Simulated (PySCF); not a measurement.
# quartet OF at 6 levels

We compute a comparison of 6 runs (U-r2SCAN/aug-cc-pVTZ, U-revPBE/aug-cc-pVTZ, UBLYP/aug-cc-pVTZ, UM06-2X/aug-cc-pVTZ, UM06-L/aug-cc-pVTZ, UPBE/aug-cc-pVTZ) of quartet OF. Input form: a Python script.

The calculation is run with PySCF 2.14.0.

4 further runs of the same task are left out: 4 set aside as unsound or not needed.

## 1. The molecule

OF: 2 atoms, total charge 0, spin state quartet. As SMILES of the parent species, `[O]F`. The coordinates come from a PBE0-D4/def2-TZVP relaxation. That shape belongs to the parent species and isn't relaxed for this state.

Bond lengths: O1–F2 1.330 Å.

## 2. The energy at U-r2SCAN/aug-cc-pVTZ (run 1)

The input, calc.py:

```python
from pyscf import gto, dft

mol = gto.M(
    atom=[
    ('O', (0.000000, 0.000000, -0.015950)),
    ('F', (-0.000000, -0.000000, 1.314400)),
],
    max_memory=1860,
    spin=3,
    charge=0,
    basis='aug-cc-pvtz',
    verbose=3,
)

calc0 = dft.UKS(mol)
calc0.xc = 'r2scan'
calc0.grids.level = 5
calc0.conv_tol = 1e-10
calc0.kernel()
if not calc0.converged:
    calc0 = calc0.newton().run(calc0.mo_coeff, calc0.mo_occ)

e_tot = calc0.e_tot
print(f'total energy: {e_tot:.8f} hartree')
```

Started as:

```sh
$ OMP_NUM_THREADS=1 python calc.py
```

Output:

```text
WARN: HOMO -0.0587542604453084 >= LUMO -0.3067973119508

WARN: HOMO -0.125664240982706 >= LUMO -0.227125608822051

WARN: HOMO -0.12360479700537 >= LUMO -0.208243455709904

WARN: HOMO -0.115872535085904 >= LUMO -0.200785171913963

WARN: HOMO -0.123234111492405 >= LUMO -0.204511312803307

WARN: HOMO -0.12104060194758 >= LUMO -0.201845144115166

WARN: HOMO -0.1214076886814 >= LUMO -0.202144792372013

WARN: HOMO -0.12133576919693 >= LUMO -0.202070307293915

WARN: HOMO -0.121333436338148 >= LUMO -0.202067412734329

WARN: HOMO -0.12133658451847 >= LUMO -0.202071293604079

WARN: HOMO -0.121336097417197 >= LUMO -0.202071356430719

converged SCF energy = -174.726936437572  <S^2> = 3.7614844  2S+1 = 4.0057381
total energy: -174.72693644 hartree
```

It took 20 s on 1 thread of Arm Neoverse V2, shared host; peak memory 0.48 GiB.

## 3. A single-point energy at U-revPBE/aug-cc-pVTZ (run 2)

The input, job.py:

```python
from pyscf import gto, dft

system = gto.Mole()
system.atom = 'O 0.000000 0.000000 -0.015950; F -0.000000 -0.000000 1.314400'
system.max_memory = 1860
system.basis = 'aug-cc-pvtz'
system.spin = 3
system.verbose = 4
system.build()

calc0 = dft.UKS(system, xc='revpbe')
calc0.grids.level = 5
calc0.conv_tol = 1e-10
calc0.kernel()
if not calc0.converged:
    calc0 = calc0.newton().run(calc0.mo_coeff, calc0.mo_occ)

energy = calc0.e_tot
print(f'total energy: {energy:.8f} hartree')
```

Started as:

```sh
$ OMP_NUM_THREADS=1 python job.py
```

Output:

```text
PySCF version 2.14.0

[... 53 lines left out ...]
[... the frontier-level lines of each cycle are left out ...]
[... 11 lines left out ...]
[... 11 lines left out ...]
[... 11 lines left out ...]
[... 11 lines left out ...]
[... 1 line left out ...]
cycle= 9 E= -174.749829988927  delta_E= -4.96e-10  |g|= 1.15e-05  |ddm|= 0.000115


cycle= 10 E= -174.749829988974  delta_E= -4.66e-11  |g|= 2.52e-06  |ddm|= 1.12e-05


Extra cycle  E= -174.749829988936  delta_E= 3.73e-11  |g|= 1.06e-05  |ddm|= 5e-06
converged SCF energy = -174.749829988936  <S^2> = 3.7560276  2S+1 = 4.0030126
total energy: -174.74982999 hartree
```

It took 7.8 s on 1 thread of Arm Neoverse V2, shared host; peak memory 0.43 GiB.

Runs 3 to 5 aren't shown in full; the table further down has their settings and results.

## 4. The energy at UPBE/aug-cc-pVTZ (run 6)

The input, calc.py:

```python
from pyscf import gto, dft

system = gto.Mole()
system.atom = [
    ('O', (0.000000, 0.000000, -0.015950)),
    ('F', (-0.000000, -0.000000, 1.314400)),
]
system.max_memory = 1860
system.basis = 'aug-cc-pvtz'
system.verbose = 4
system.spin = 3
system.build()

ks = dft.UKS(system, xc='pbe')
ks.grids.level = 5
ks.conv_tol = 1e-10
ks.kernel()
if not ks.converged:
    ks = ks.newton().run(ks.mo_coeff, ks.mo_occ)

etot = ks.e_tot
print(f'total energy: {etot:.8f} hartree')
```

Started as:

```sh
$ OMP_NUM_THREADS=1 python calc.py
```

Output:

```text
PySCF version 2.14.0

[... 54 lines left out ...]
[... the frontier-level lines of each cycle are left out ...]
[... 11 lines left out ...]
[... 11 lines left out ...]
[... 11 lines left out ...]
[... 11 lines left out ...]
[... 1 line left out ...]
cycle= 9 E= -174.634393439146  delta_E= -3.78e-10  |g|= 9.42e-06  |ddm|= 8.46e-05


cycle= 10 E= -174.634393439176  delta_E= -3.01e-11  |g|= 2.24e-06  |ddm|= 8.31e-06


Extra cycle  E= -174.634393439146  delta_E= 3e-11  |g|= 9.63e-06  |ddm|= 4.57e-06
converged SCF energy = -174.634393439146  <S^2> = 3.7555084  2S+1 = 4.0027533
total energy: -174.63439344 hartree
```

Run time: 8.1 s. Hardware: 1 thread of Arm Neoverse V2, shared host; peak memory 0.43 GiB.

## 5. The series

```
run                 level  energy (Eh)  dipole moment (D)  HOMO energy (eV)   ⟨S²⟩  wall time
  1  U-r2SCAN/aug-cc-pVTZ  -174.726936               0.37             -3.30  3.761       20 s
  2  U-revPBE/aug-cc-pVTZ  -174.749830               0.22             -2.81  3.756      7.8 s
  3     UBLYP/aug-cc-pVTZ  -174.793241               0.21             -2.87  3.756      7.8 s
  4   UM06-2X/aug-cc-pVTZ  -174.719929               0.70             -6.98  3.766       24 s
  5    UM06-L/aug-cc-pVTZ  -174.763707               0.36             -3.11  3.765       22 s
  6      UPBE/aug-cc-pVTZ  -174.634393               0.21             -2.86  3.756      8.1 s
```

## 6. What came out

| quantity | value |
| --- | --- |
| run 6: total energy | -174.63439 Eh |
| run 6: dipole moment | 0.21 D |
| run 6: HOMO energy (highest over α and β) | -2.86 eV |
| run 6: ⟨S²⟩ | 3.756 |

What this shows: The dipole moment (its size) runs from 0.21 D (UPBE/aug-cc-pVTZ) to 0.70 D (UM06-2X/aug-cc-pVTZ). Totals of different functionals can't be ranked against each other. All runs together took 90 s, the longest 24 s.
